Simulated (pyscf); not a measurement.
Structures and frequencies: ωB97X-D3(BJ)/def2-SVP in PySCF.

Task: For O=Cr(=O)(OH)–F + water (H₂O) → O=Cr(=O)(OH)–OH + hydrogen fluoride (HF), a four-centre exchange (singlet surface; Cr–F, H–O broken, Cr–O, F–H formed), PBE/def2-TZVP gives ΔE‡ = 0.43 eV and ΔE = +0.21 eV (zero: the separated reactants). In which direction and how far do B3LYP-D3(BJ)/def2-TZVP, M06-2X/def2-TZVP, ωB97M-D3(BJ)/def2-TZVP move these?

Result: B3LYP-D3(BJ): ΔE‡ = 0.51 eV, ΔE = +0.17 eV; M06-2X: ΔE‡ = 0.42 eV, ΔE = +0.11 eV; ωB97M-D3(BJ): ΔE‡ = 0.53 eV, ΔE = +0.18 eV. PBE's barrier lies among them. Its reaction energy lies over all of them, by 0.03 to 0.11 eV. On the product side the descent ends in a complex, 0.34 eV under the separated species and 0.68 eV under the saddle at ωB97X-D3(BJ)/def2-TZVP. One saddle was located; it need not be the lowest between these sides.
